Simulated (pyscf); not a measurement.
**Four-centre exchange: H₂P–GaH₂ + silane (SiH₄) -> H₃Si–PH–GaH₂ + hydrogen (H₂)**

Gas phase, singlet surface, charge 0. Bonds broken: P1–H3, Si7–H8. Bonds formed: P1–Si7, H3–H8. Optimised with ωB97X-D3(BJ)/def2-SVP in PySCF.

Transition state (Å):

```xyz
11

P     -1.3614     0.2439     0.1376
Ga    -2.4705     1.0287     2.0481
H     -0.8543    -0.9991    -0.6467
H     -2.1782     0.7119    -0.9221
H     -2.1268     0.3151     3.3926
H     -3.4607     2.2290     1.9087
Si     0.7579     0.7116    -0.8554
H      0.0249    -0.8064    -1.4964
H      1.7266    -0.1283    -0.0928
H      1.1219     1.0595    -2.2691
H      0.8950     2.0854    -0.2181
```

One imaginary mode, 1703i cm⁻¹; descent along it reached the two sides named.

| bond | change | reactant side (Å) | saddle | product side |
|---|---|---|---|---|
| P1–H3 | breaks | 1.423 | 1.555 | 3.1 |
| Si7–H8 | breaks | 1.487 | 1.803 | 3.5 |
| P1–Si7 | forms | 3.6 | 2.387 | 2.244 |
| H3–H8 | forms | 4.8 | 1.238 | 0.761 |

Electronic energies relative to the separated reactants (kJ/mol):

```
level                   barrier  reaction energy  reverse barrier
----------------------  -------  ---------------  ---------------
ωB97X-D3(BJ)/def2-TZVP    260.8            -26.0            286.8
PBE/def2-TZVP             220.3            -12.4            232.7
r²SCAN/def2-TZVP          237.5            -15.2            252.6
B3LYP-D3(BJ)/def2-TZVP    254.3             -8.5            262.8
PBE0-D3(BJ)/def2-TZVP     235.3            -16.4            251.7
M06-2X/def2-TZVP          270.6            -13.0            283.6
ωB97M-D3(BJ)/def2-TZVP    271.7             -5.1            276.7
HF/def2-TZVP              366.7            +22.5            344.2
```

With ωB97M-D3(BJ)/def2-TZVP energies and thermal terms (ideal gas, 1 atm, RRHO with modes under 100 cm⁻¹ raised to 100, one conformer, R ln 2 for chiral ones without a mode under 150 cm⁻¹), in kJ/mol:

```json
[
 {"T (K)": "298", "ΔH‡": "264.5", "ΔG‡": "303.9", "ΔH": "-9.6", "ΔG": "-4.2"},
 {"T (K)": "600", "ΔH‡": "267.1", "ΔG‡": "343.0", "ΔH": "-4.0", "ΔG": "-1.1"},
 {"T (K)": "900", "ΔH‡": "270.9", "ΔG‡": "380.2", "ΔH": "-0.1", "ΔG": "-0.5"},
 {"T (K)": "1200", "ΔH‡": "274.7", "ΔG‡": "416.1", "ΔH": "+2.3", "ΔG": "-1.1"}
]
```

One saddle was located; it need not be the lowest between these sides. Elements up to Kr have no core potential and no relativistic terms here.
